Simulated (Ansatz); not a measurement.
System: hcp Lu. Method: PBE-D4 in Ansatz (PAW).

Run with plane-wave cutoff 520 eV, 18×18×10 k mesh (along the axes of the cell as run), Fermi–Dirac smearing 0.05 eV, scalar-relativistic PAW data made under PBE.

Equation-of-state points:

```tsv
V (Å³/atom)	E − E_lowest (meV/atom)	P (GPa)
27.327	7.30	2.107
27.896	1.79	1.011
28.466	0.00	0.009
29.035	1.62	-0.908
29.604	6.36	-1.747
```

Task: Estimate the bulk modulus from the pressures at 27.896 and 29.035 Å³/atom, and compare it with a fit to all energies.

Result: B = −V dP/dV. Between V = 27.896 and 29.035 Å³/atom, dP/dV = (-0.908 − (1.011))/(29.035 − 27.896) = -1.68 GPa per Å³/atom; at the midpoint 28.465 Å³/atom this gives B ≈ 48.0 GPa. The third-order Birch–Murnaghan fit gives V0 = 28.471 Å³/atom, B0 = 47.9 GPa, B′ = 3.5, which lies within 1 % of that estimate.

Shape and atoms are relaxed at each volume.

Measured, for comparison: bulk modulus 47.6 GPa (room temperature, no zero-point or thermal correction; as tabulated in Wikipedia's data pages); equilibrium volume per atom 29.52 Å³/atom (room temperature, no zero-point or thermal correction; as tabulated in Söderlind et al. (2014), doi:10.1088/0953-8984/26/41/416001). Computed (rounded) less measured: bulk modulus +0.6 %, equilibrium volume per atom -3.6 %.

Note: the bulk modulus comes from volumes at which shape and atoms were relaxed.

Spin–orbit coupling is not included.

The computed numbers hold no vibrational or temperature effects.

Ansatz is a program for electronic structure.
